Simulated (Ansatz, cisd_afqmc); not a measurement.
Species: CH₃O, charge 0, doublet. CH3O (SMILES C[O], doublet).
B3LYP-D3(BJ)/def2-TZVP minimum from Ansatz (a first-principles code):
```xyz
5

C      0.0422    -0.5697     0.0421
O     -0.0449     0.7878    -0.0350
H      1.0743    -0.9437    -0.0130
H     -0.4948    -0.9923     0.9030
H     -0.4741    -0.9483    -0.8625
```
Charge 0, spin multiplicity 2.

Total energies in aug-cc-pVTZ, 13 correlated electrons, 2 frozen orbitals. Open shells are spin-unrestricted; no spin-orbit coupling. Cores are frozen in correlated methods. No relativity. The Monte Carlo rows (phaseless AFQMC, CISD trial, step 0.005/hartree) carry one-sigma bars that omit the constraint's bias. Outlying blocks are dropped, and bars are widened where a walk drifts. Over all cases where full CI ran beside it in this data, AFQMC minus full CI had a median of +0.1 mEh and passed +0.4 mEh in a tenth of the cases.

| method | program | energy (Eh) | minus AFQMC/CISD (mEh) |
|---|---|---|---|
| HF | Ansatz | -114.46792 | 417.9 ± 0.2 |
| MP2 | Ansatz | -114.84371 | 42.1 ± 0.2 |
| CCSD | Ansatz | -114.87124 | 14.6 ± 0.2 |
| CCSD(T) | Ansatz | -114.88495 | 0.9 ± 0.2 |
| AFQMC/CISD | cisd_afqmc | -114.8858 ± 0.0002 | 0.0 |
